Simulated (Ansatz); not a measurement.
The cluster S₄⁻. The state is a doublet with charge -1. Geometry PBE-D4/def2-TZVPD; atoms count from 1.

```xyz
4

S    -0.398   -1.775    0.647
S     1.114    1.214    1.007
S    -0.862   -0.717   -0.948
S     0.146    1.278   -0.707
```

The structure comes from a short search, and lower isomers may exist.

Question: Estimate the Mulliken populations from the PBE0/def2-TZVPD orbitals of Ansatz.

Answer: 
```
atom  charge (e)  spin (α − β)
  S1       -0.42          0.25
  S2       -0.42          0.25
  S3       -0.08          0.25
  S4       -0.08          0.25
```
Mulliken values and Mayer orders depend strongly on the basis. With diffuse functions, as here, like atoms can get unlike values, and bond orders can come out too low or too high.

Question: Where does the spin sit?

Answer: Summed by element: S 1.00, of 1 unpaired in all. Largest on single atoms: S1 0.25, S2 0.25, S3 0.25.

Question: And the Mayer bond orders between bonded heavy atoms (over 0.3)?

Answer: S1–S3 1.40 (1.97 Å); S2–S4 1.40 (1.97 Å); S3–S4 0.84 (2.25 Å).
